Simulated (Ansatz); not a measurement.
`CSP` + `N[SiH3]` → `[SiH3]NP` + CH₃SH at 400 K and 1 bar (ligand exchange at a P–S bond).

Computed with Ansatz on PBE0-D4/def2-TZVP structures; ΔE is electronic, products minus reactants. CCSD(T)/CBS is the MP2 limit (def2-TZVPP, def2-QZVPP) plus CCSD(T) − MP2 in def2-TZVPP, frozen cores. This one scheme is used for every species. Each species was taken in one conformer, which may not be the lowest.

```json
{"species": "`CSP`", "CCSD(T)/CBS energy (Eh)": "-779.77158", "H − E (kJ/mol)": "173.7", "S (J/(mol·K))": "334.2"}
{"species": "`N[SiH3]`", "CCSD(T)/CBS energy (Eh)": "-346.80422", "H − E (kJ/mol)": "153.0", "S (J/(mol·K))": "285.3"}
{"species": "`[SiH3]NP`", "CCSD(T)/CBS energy (Eh)": "-688.33766", "H − E (kJ/mol)": "183.0", "S (J/(mol·K))": "344.0"}
{"species": "CH₃SH", "CCSD(T)/CBS energy (Eh)": "-438.22835", "H − E (kJ/mol)": "138.7", "S (J/(mol·K))": "269.4"}
```

H − E and S are ideal-gas, rigid-rotor, harmonic terms from PBE0-D4/def2-TZVP, for one conformer and one mirror image of each species. 1 Eh = 2625.50 kJ/mol, R = 8.31446 J/(mol·K).

Q: By hand: ΔE, ΔH, ΔS and ΔG.

A: ΔE = (-688.33766) + (-438.22835) − (-779.77158) − (-346.80422) = 0.00979 Eh = 25.7 kJ/mol. Δ(H − E) = 183.0 + 138.7 − 173.7 − 153.0 = -5.0, so ΔH = 20.7 kJ/mol. ΔS = 344.0 + 269.4 − 334.2 − 285.3 = -6.1 J/(mol·K). ΔG = 20.7 − 400 × (-6.1)/1000 = 23.1 kJ/mol.

Q: By hand: the equilibrium constant, and the temperature at which ΔG would vanish if ΔH and ΔS stayed fixed.

A: log₁₀ K = −ΔG/(RT ln 10) = -3.0. ΔH and −TΔS have one sign here, so there is no such temperature.

The number of gas molecules stays the same, so ΔS is small and ΔH decides. A doubt of 5 kJ/mol in ΔE shifts log₁₀ K by 0.7 here. Other conformers and mirror images would add mixing entropy, several J/(mol·K) or more a flexible species. These are equilibria of isolated gas molecules and say nothing of rates. Largest T1 diagnostic: 0.012 (customary marks: 0.02 for closed shells, 0.045 for open ones).

ΔS is within the doubt of such terms, so its sign, and with it that verdict, could turn.
